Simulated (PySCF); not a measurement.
Some computed properties have been withheld. Give your best values.

Species: MgH₂.
Structure used (PBE0-D3(BJ)/def2-SVP), in Å, numbered top down from 1:
```
atom  x, y, z in Å
Mg1    0.000    0.000    0.000
H2    -0.019   -0.023    1.705
H3     0.018    0.023   -1.705
```

```csv
property,level,value
point group,PBE0-D3(BJ)/def2-SVP,D∞h
rotational constant B (linear),PBE0-D3(BJ)/def2-SVP,86.230 GHz
dipole moment,B3LYP/def2-SVPD,0.00 D
HOMO energy,B3LYP/def2-SVPD,-7.06 eV
LUMO energy,B3LYP/def2-SVPD,?
lowest singlet excitation,TDDFT B3LYP/def2-SVPD,?
strongest line among the 10 lowest singlet transitions,TDDFT B3LYP/def2-SVPD,?
lowest triplet excitation (Tamm–Dancoff),TDA B3LYP/def2-SVPD,?
static isotropic polarisability,B3LYP/def2-SVPD,33.9 au
electronic spatial extent ⟨r²⟩ about the centre of nuclear charge,B3LYP/def2-SVPD,?
1H chemical shifts (computed TMS as zero) by class,GIAO KT2/pcSseg-1,4.71 (H2/H3) ppm
"isotropic shieldings of nuclei other than C and H, by class",GIAO KT2/pcSseg-1,436 (Mg1) ppm
core binding energies,"ΔSCF SCAN, pcX-2 on the ionised atom, pcseg-1 elsewhere, spin-free X2C",?
```

The electronic properties come from PySCF, for the isolated species, density fitting.

Give the lowest singlet excitation.

5.15 eV (241 nm, f = 0.000 summed over 2 states within 0.01 eV).

The electronic spatial extent ⟨r²⟩ about the centre of nuclear charge?

54 bohr².

Give the lowest triplet excitation (Tamm–Dancoff).

4.82 eV.

What is the LUMO energy?

-0.90 eV.

What is the strongest line among the 10 lowest singlet transitions?

S3/S4 at 6.80 eV (182 nm, f = 0.612 summed over these states).

What are the core binding energies?

Mg1s 1311.4 (Mg1) eV.

No computed singlet falls in the visible range (750 to 380 nm, 1.65 to 3.26 eV); S1 lies 1.89 eV above its blue end. The principal polarisabilities are 31.5, 31.5 and 38.9 au; their mean is the isotropic value. Point group D∞h forbids a permanent dipole, so the rigid molecule has no electric-dipole pure rotational spectrum. The 10 singlets span 5.15 to 7.88 eV, and their oscillator strengths add up to 1.47. The largest Löwdin shares of the HOMO are 0.40 on Mg1, 0.30 on H3 and 0.30 on H2.

For the TDDFT job (B3LYP/def2-SVPD), on Arm Neoverse V1, one thread, no GPU, shared host, this took 0.6 s wall.
